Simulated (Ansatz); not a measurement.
# AlH3F (doublet): wave-function methods side by side at distance Al1–H4 along a hydrogen transfer = 1.994 Å, cc-pVDZ

One table from this session's results is given with a row withheld; the runs are named, their logs left out.

Method: cc-pVDZ, core rule «outside noble gas», up to 6 orbitals frozen; program: Ansatz 0.2.0, Gaussian basis.

The runs, in order: UHF; CCSD(T) on ROHF; CCSD(T) on UHF; BCCD(T) on ROHF; CISD; CCSDT(Q) on ROHF; CCSDT(Q) on UHF; CASSCF and MRCISD+Q, 3 electrons in 3 orbitals; CASSCF and NEVPT2, 3 electrons in 3 orbitals.

17 further runs of the same task are left out: 9 for a known fault of the program, 1 for a mislabelled method, 7 that didn't finish.

## The system

The geometry derives from fragments relaxed apart (PBE0/def2-TZVP) and kept rigid, so it is no stationary point. A hydrogen atom is moved between rigid fragments.

5 atoms, charge 0, spin multiplicity 2.

Atoms are counted from 1 here; the program's logs count them from 0.

Bond lengths: Al1–H2 1.586 Å, Al1–H3 1.586 Å. Angles: H2–Al1–H3 120.0°.

The first run:

Contents of in.yaml:

```yaml
crystal:
  periodic: [false, false, false]
  atoms:
    - {symbol: Al, position_ang: [-1.249012, 0.000000, 0.000000]}
    - {symbol: H, position_ang: [-2.041936, 1.373384, 0.000000]}
    - {symbol: H, position_ang: [-2.041936, -1.373384, 0.000000]}
    - {symbol: H, position_ang: [0.744988, 0.000000, 0.000000]}
    - {symbol: F, position_ang: [1.950988, 0.000000, 0.000000]}
basis:
  gaussian: {orbitals: cc-pVDZ}
magnetization: {spin_polarized: true, initial_magnetization: 1}
hamiltonian: {xc: hf}
output: {orbitals: {seedname: orbitals}}
```

Started as:

```bash
> ansatz run in.yaml --threads 1 --pin off --events-out ev --progress --plain --max-ram 2393MiB
```

Steps of the session up to this table: UHF; CCSD(T) on ROHF; CCSD(T) on UHF; BCCD(T) on ROHF; CISD; CCSDT(Q) on ROHF; CCSDT(Q) on UHF; CASSCF and MRCISD+Q, 3 electrons in 3 orbitals; CASSCF and NEVPT2, 3 electrons in 3 orbitals.

One table of the session follows, with a row left open; its other results are not shown here.

| method | from UCCSDT(Q) (meV) |
| --- | --- |
| ROHF | +8273.7 |
| UHF | +8100.1 |
| RMP2 | +784.7 |
| UMP2 | +891.2 |
| CISD | +758.5 |
| RCCSD | +160.0 |
| UCCSD | +152.8 |
| RCCSD(T) | +37.0 |
| UCCSD(T) | ? |
| BCCD(T) | +36.4 |
| RCCSDT | +17.8 |
| UCCSDT | +17.3 |
| RCCSDT(Q) | +0.7 |
| UCCSDT(Q) | 0 |
| CASSCF pair | +7377.6 |
| NEVPT2 pair | +764.8 |
| MRCISD pair | +615.7 |
| MRCISD+Q pair | +94.5 |

**Question.** Estimate the row for UCCSD(T).

As computed: from UCCSDT(Q) (meV): +38.2. In the column «from UCCSDT(Q) (meV)» it lies between RCCSD(T) (+37.0) and MRCISD+Q pair (+94.5).

Limits of these values: Restricted and unrestricted rows rest on different reference determinants; where their highest levels disagree by more than a few hundredths of an eV, they describe different states and don't form one ladder.
